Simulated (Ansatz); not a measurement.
C$_{4}$H$_{6}$F$_{2}$ (`C[C@@]1(F)C[C@H]1F`) from Hartree–Fock to CCSD(T)

Z-matrix (Å, degrees):
```
C
C 1 1.490
H 1 1.092 2 110.3
H 1 1.092 2 110.1 3 120.1
H 1 1.090 2 110.4 3 -120.4
F 2 1.372 1 112.5 3 -63.5
C 2 1.499 1 122.1 3 80.7
C 2 1.482 1 122.4 3 153.5
H 7 1.083 2 118.5 1 -142.0
H 7 1.083 2 116.6 1 3.9
F 8 1.362 2 118.8 1 -2.9
H 8 1.084 2 118.5 1 139.7
```

Charge 0, multiplicity 1. The geometry is a stationary point of PBE0-D4/def2-TZVP. Frozen core, restricted reference, the Gaussian-basis code of Ansatz. CBS rows extrapolate triple and quadruple zeta; past MP2 they add the triple-zeta difference.

```
     basis     HF (Eh)  MP2 corr.
def2-TZVPP  -353.94407   -1.16195
def2-QZVPP  -353.95961   -1.25286
```

Task: Estimate the CCSD correlation energy and the (T) correction in each basis where they were run (hartree).

Result: 
```tsv
basis	CCSD corr.	(T)
def2-TZVPP	-1.19537	-0.04395
CBS(def2)	-1.35361	as TZ
```
